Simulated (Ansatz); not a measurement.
**Scan of the N1–Al2–O3–H7 dihedral angle**

AlNH4O (SMILES [NH2][AlH][OH]), singlet, at its PBE0-D4/def2-TZVP minimum:

```tsv
atom	x (Å)	y (Å)	z (Å)
N1	-1.1503	0.3460	-0.5687
Al2	0.3306	0.1491	0.3626
O3	1.3046	-1.1875	-0.0208
H4	-1.4577	-0.2701	-1.3033
H5	-1.8085	1.0956	-0.4369
H6	0.7168	1.1797	1.4954
H7	2.1257	-1.3807	0.4260
```

The dihedral angle N1–Al2–O3–H7 (180.0° at the minimum) is set to the values below, the two halves turning rigidly about the central bond. Each method's energies count from its own value at the PBE0-D4 minimum structure. Ansatz 0.2.0; basis: def2-TZVPP; cores frozen in the correlated methods. B3LYP uses VWN-RPA correlation.

CCSD(T) energies along the scan:
| dihedral angle (°) | CCSD(T) (meV) |
| --- | --- |
| -171.7 | 2 |
| -141.7 | 42 |
| -111.7 | 100 |
| -81.7 | 120 |
| -51.7 | 88 |
| -21.7 | 43 |
| 8.3 | 32 |
| 38.3 | 66 |
| 68.3 | 111 |
| 98.3 | 116 |
| 128.3 | 69 |
| 158.3 | 15 |
They count from the CCSD(T) energy at the PBE0-D4 minimum.

Largest difference from the CCSD(T) curve over the scan: PBE-D4 5; r2SCAN-D4 4; PBE0-D4 5; B3LYP-D4 4 meV. Each curve counts from its own value at the minimum.

No T1 diagnostic of these runs exceeds 0.012.

For scale, one of the runs: CCSD(T)/def2-TZVPP, 160 basis functions (an equivalent command: `ansatz run in.yaml --threads 2`). Time: 18 s of wall clock on 2 CPU threads; the host was shared. Peak host memory: 1.2 GiB.
